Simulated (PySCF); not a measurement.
Reaction (SMILES): PP (P2H4) + [H][H] (H2) → 2 P (PH3)
B3LYP-D3(BJ)/def2-TZVP geometries, fixed; electronic energies without zero-point terms.
Largest species:
```xyz
6

P     -1.0203    -0.4713    -0.0535
P      1.0203     0.4711     0.0549
H     -1.5176     0.2567     1.0604
H     -1.5148     0.4895    -0.9757
H      1.5219    -0.4987     0.9637
H      1.5105    -0.2449    -1.0699
```

Effect of the auxiliary basis of density fitting at PBE0/aug-cc-pV(T+d)Z with PySCF, against the last row, where the energy of full hydrogenation is -4.84 kcal/mol.

```json
[
 {"setting": "density fitting: autoaux", "fitting functions, largest species": "884", "largest shift of a total energy (mEh)": "-0.011", "shift of the energy of full hydrogenation (kcal/mol)": "0.000"},
 {"setting": "density fitting: def2-universal-jkfit", "fitting functions, largest species": "328", "largest shift of a total energy (mEh)": "-0.026", "shift of the energy of full hydrogenation (kcal/mol)": "-0.005"},
 {"setting": "density fitting: cc-pvtz-jkfit", "fitting functions, largest species": "362", "largest shift of a total energy (mEh)": "-0.009", "shift of the energy of full hydrogenation (kcal/mol)": "-0.007"},
 {"setting": "density fitting: cc-pvqz-jkfit", "fitting functions, largest species": "500", "largest shift of a total energy (mEh)": "0.012", "shift of the energy of full hydrogenation (kcal/mol)": "-0.001"},
 {"setting": "density fitting: none", "fitting functions, largest species": "-", "largest shift of a total energy (mEh)": "0.000", "shift of the energy of full hydrogenation (kcal/mol)": "0.000"}
]
```

Within 0.02 kcal/mol in the energy of full hydrogenation: density fitting: autoaux; density fitting: def2-universal-jkfit; density fitting: cc-pvtz-jkfit; density fitting: cc-pvqz-jkfit. The largest shift is 0.026 mEh in a total energy and 0.007 kcal/mol in the difference.
